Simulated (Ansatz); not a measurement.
**BH₃S₂: one species, many methods**

The task here is to estimate one member of a computed series from the others.

Program: Ansatz 0.2.0, Gaussian basis. Level of theory: functionals in def2-TZVPP, the program's frozen cores in correlated methods. These are calculated values, not measurements.

Plan: LDA (SPW92), PBE-D4, revPBE-D4, BLYP-D4, r2SCAN-D4, B97M-V, PBE0-D4, B3LYP-D4, r2SCANh-D4, r2SCAN0-D4, HSE06-D4, BHLYP-D4, CAM-B3LYP-D4, LC-ωPBE, ωB97X-V, ωB97M-V, B2PLYP, PBE-QIDH; CCSD(T)/def2-SVP; CCSD(T)/def2-TZVPP; MP2/def2-QZVPP; extrapolation to the limit; RPA on PBE.

### The relaxed structure

All runs share one geometry, relaxed beforehand with PBE0-D4 in a triple-zeta def2 set.

6 atoms, charge 0, spin multiplicity 1.

Atoms are counted from 1 here; the program's logs count them from 0.

Bond lengths: S1–B2 1.783 Å, S1–H4 1.346 Å, B2–S3 1.787 Å, B2–H5 1.190 Å, S3–H6 1.342 Å. Angles: B2–S1–H4 98.9°, S1–B2–S3 122.5°, S1–B2–H5 116.2°, S3–B2–H5 121.4°, B2–S3–H6 97.3°.

Set-up of the first run:

Contents of in.yaml:

```yaml
crystal:
  periodic: [false, false, false]
  atoms:
    - {symbol: S, position_ang: [-0.819914, -0.605214, -1.516528]}
    - {symbol: B, position_ang: [0.091405, -0.453570, 0.008920]}
    - {symbol: S, position_ang: [0.333131, 1.114756, 0.829810]}
    - {symbol: H, position_ang: [-1.145615, 0.688114, -1.694575]}
    - {symbol: H, position_ang: [0.535531, -1.462239, 0.457518]}
    - {symbol: H, position_ang: [1.047563, 0.654053, 1.868754]}
basis:
  gaussian: {orbitals: def2-TZVPP}
hamiltonian: {xc: lda}
output: {orbitals: {seedname: orbitals}}
```

Steps of the session up to this table: LDA; PBE-D4 (GGA); revPBE-D4 (GGA); BLYP-D4 (GGA); r2SCAN-D4 (meta-GGA); B97M-V (meta-GGA); PBE0-D4 (hybrid); B3LYP-D4 (hybrid); r2SCANh-D4 (hybrid); r2SCAN0-D4 (hybrid); HSE06-D4 (hybrid); BHLYP-D4 (hybrid); CAM-B3LYP-D4 (range-separated); LC-ωPBE-D4 (range-separated; the results give it without D4); ωB97X-V (range-separated); ωB97M-V (range-separated); B2PLYP (double hybrid); PBE-QIDH (double hybrid).

One table of the session follows, with a row left open; its other results are not shown here.

It belongs to the step «Frontier levels by functional». 

| functional | HOMO (eV) | gap (eV) |
| --- | --- | --- |
| LDA (SPW92) | -6.55 | 4.50 |
| PBE-D4 | -6.43 | 4.60 |
| revPBE-D4 | -6.38 | 4.64 |
| BLYP-D4 | -6.24 | 4.60 |
| r2SCAN-D4 | -6.69 | 5.13 |
| B97M-V | -6.77 | 5.26 |
| PBE0-D4 | -7.57 | 6.64 |
| B3LYP-D4 | -7.32 | 6.23 |
| r2SCANh-D4 | -7.11 | 5.87 |
| r2SCAN0-D4 | -7.75 | 6.97 |
| HSE06-D4 | -7.17 | 5.86 |
| BHLYP-D4 | ? | ? |
| CAM-B3LYP-D4 | -8.82 | 9.02 |
| LC-ωPBE | -10.22 | 11.47 |
| ωB97X-V | -9.85 | 11.07 |
| ωB97M-V | -9.67 | 10.73 |

**Question.** Estimate the row for BHLYP-D4.

Worked estimate for «HOMO (eV)». Against the share of exact exchange, BLYP-D4 (0, -6.24), B3LYP-D4 (0.2, -7.32) give a slope of -5.40 per unit share; at 0.5 the line stands at -8.94.

As computed: HOMO (eV): -8.56; gap (eV): 8.69. In «HOMO (eV)» the line misses by -0.38.
